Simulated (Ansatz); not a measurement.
For Cu (P6₃/mmc, No. 194, 4 atoms in the cell; start mp-989695; another form than the element's usual one), PBEsol in Ansatz (PAW) gives:

```
Item                   Value
-------------------  -------
lattice constant a   2.517 Å
lattice parameter c  8.248 Å
```

What does r²SCAN (Ansatz, a first-principles code, plane waves, PAW) give for the same quantities?


- lattice constant a: 2.527 Å (goes up by 0.4 %)
- lattice parameter c: 8.279 Å (increases by 0.4 %)

Changes are worked out from the printed values.

Unless a cell is named, each level is at its own relaxed cell (PBEsol 11.32, r²SCAN 11.44 Å³/atom).

Caveats: the relaxation could not lower the start's symmetry, so the cell can be a saddle point above a distorted one (PBEsol, r²SCAN). Ansatz's density-functional and Hartree–Fock values are scalar-relativistic unless marked +SOC, with PAW data made under PBE.

A start named mp-… is a Materials Project structure, which need not be a measured phase.
